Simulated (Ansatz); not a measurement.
BH₅OSi, SMILES B[SiH2]O, a rigid scan of one bond length

Run with Ansatz's Python interface.

`scan_bh5osi.py`
```python
# -*- coding: utf-8 -*-
"""Potential curve of BH5OSi along one bond."""

import ansatz as az
import numpy as np

BASIS = "cc-pVDZ"
XC = "b3lyp"

system = (
    az.Crystal.molecule()
    .atom("B", [-0.8601, 0.5641, -0.7631])
    .atom("Si", [0.6188, 0.08, 0.2934])
    .atom("O", [0.1326, -1.1647, 1.3652])
    .atom("H", [-1.3722, -0.1736, -1.4686])
    .atom("H", [-1.3017, 1.7139, -0.7506])
    .atom("H", [1.1032, 1.2587, 1.0579])
    .atom("H", [1.722, -0.3967, -0.5851])
    .atom("H", [0.0495, -1.9388, 0.7951])
)

symbols = [site.symbol for site in system.cartesian_sites]
start = np.array([site.position_ang for site in system.cartesian_sites])
axis = (start[5] - start[1]) / np.linalg.norm(start[5] - start[1])
moving = [5]
lengths, energies = [1.26, 1.37, 1.49, 1.63, 1.86, 2.23, 2.67, 3.27], []
for length in lengths:
    xyz = start.copy()
    xyz[moving] += (length - np.linalg.norm(start[5] - start[1])) * axis
    point = az.Crystal.molecule()
    for symbol, xyz in zip(symbols, xyz):
        point = point.atom(symbol, xyz.tolist())
    calculation = point.calculation().basis(gaussian=BASIS).functional(XC)
    rep = calculation.run(threads=1).report
    energies.append(rep["free_energy_ev"])
    print(f"r = {length:6.3f} A  E = {energies[-1]:.5f} eV  <S^2> = {abs(rep['mean_field']['state']['spin_squared']):.3f}")

print("energy above the lowest point (eV):", [round(e - min(energies), 3) for e in energies])
```

```console
$ python scan_bh5osi.py
r =  1.260 A  E = -10681.64766 eV  <S^2> = 0.000
r =  1.370 A  E = -10682.16780 eV  <S^2> = 0.000
r =  1.490 A  E = -10682.33228 eV  <S^2> = 0.000
r =  1.630 A  E = -10682.20219 eV  <S^2> = 0.000
r =  1.860 A  E = -10681.61984 eV  <S^2> = 0.000
r =  2.230 A  E = -10680.44056 eV  <S^2> = 0.000
r =  2.670 A  E = -10679.20058 eV  <S^2> = 0.000
r =  3.270 A  E = -10678.01599 eV  <S^2> = 0.000
energy above the lowest point (eV): [0.685, 0.164, 0.0, 0.13, 0.712, 1.892, 3.132, 4.316]
```

Reading the output:
- Total energies depend on the basis set; only differences at equal settings carry meaning.
- The rest of the molecule is held rigid at a force-field or estimated start geometry, and the basis set is modest; single-reference methods fail as a bond breaks.
- b3lyp holds the VWN-RPA fit, as in Gaussian; the form of ORCA and Turbomole is b3lyp5.
- The orbitals are restricted, so S² is zero by construction.
- Toward dissociation an unrestricted state can lie under the restricted one, by tenths of an eV for polar bonds under a functional and by 1 to 2 eV or more for others.
- Timing: 13 s on 1 thread of Arm Neoverse V1, on a shared host, peak memory 0.2 GiB.

(A comment or docstring line of the script was reworded after the run, the code is as it ran; lines on the test bed's own set-up are left out of the output.)
